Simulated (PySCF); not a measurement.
**Neon: a sound run and one with changed settings**

Sound run: Ne [Ne], Ne⁺ [He] 2s2 2p5. Calculation: PySCF 2.14, in cc-pVTZ (4s3p2d1f, 30 functions); no relativity, point nucleus. The sound run starts from symmetry-adapted Hartree-Fock orbitals and uses a fine grid where one is needed.

A second run was set up differently.

| species | method | sound run (hartree) | changed run (hartree) | converged |
| --- | --- | --- | --- | --- |
| Ne | UHF | -128.53186 | -128.53186 | yes |
| Ne | MN15 | -128.87757 | -128.87757 | yes |
| Ne | LDA | -128.21363 | -128.21363 | yes |
| Ne⁺ | UHF | -127.80888 | -127.80888 | yes |
| Ne⁺ | MN15 | -128.08163 | -128.07720 | yes |
| Ne⁺ | LDA | -127.40188 | -127.40213 | yes |

Ionisation energy of Ne:

| method | sound run (eV) | changed run (eV) |
| --- | --- | --- |
| UHF | 19.673 | 19.673 |
| MN15 | 21.659 | 21.779 |
| LDA | 22.089 | 22.082 |

Task: What was changed?
A. all electrons correlated in a valence basis
B. level shift left on
C. minimal basis
D. angular grid far too coarse

Result: D. It used 26 angular points. A coarse angular grid integrates products of high-l functions wrongly, so density functionals can shift, and the SCF can exploit the error; Hartree-Fock and MP2 need no grid.
